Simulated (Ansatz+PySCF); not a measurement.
# singlet NaCl in separate pieces: levels of theory in one basis

```xyz
2

Na    0.0000    0.0000   -4.2592
Cl    0.0000    0.0000    2.7560
```

Basis set: STO-3G (spherical functions). Correlated methods keep 6 orbitals frozen. Charge 0, multiplicity 1.

Computed with Ansatz (development build ahead of 0.2.0); each method stands on the lowest determinant of its kind that the runs found. NEVPT2 correlates all electrons. Active spaces start from the frontier orbitals, and the lowest solution found is given.

```csv
method,E − E(RHF) (eV),<S²> of the determinant
RHF,0.00,0.00
RHF-MP2,-1.03,–
RHF-CCSD,-1.06,–
RHF-CCSD(T),-1.11,–
full CI (lowest root of this spin),-1.10,–
"CASSCF(6,6)",-0.80,–
"SC-NEVPT2(6,6)",-1.09,–
```

At such a shape the full CI root can have another spatial symmetry than the determinants, so the rows needn't describe one state.

Task: Is a single determinant a sound starting point here?

Result: Only with care. Unrestricted orbitals gain 0.00 eV and <S²> is 0.00 against 0.00 for a pure state, but bonds are stretched. The CASSCF(6,6) natural occupations are 2.00, 2.00, 2.00, 0.01, 0.01, 0.01.

Caution for RHF-MP2, RHF-CCSD, RHF-CCSD(T): bonds are stretched, where a single reference can fail. Caution for CASSCF(6,6), SC-NEVPT2(6,6): other starts end on other solutions of this active space.
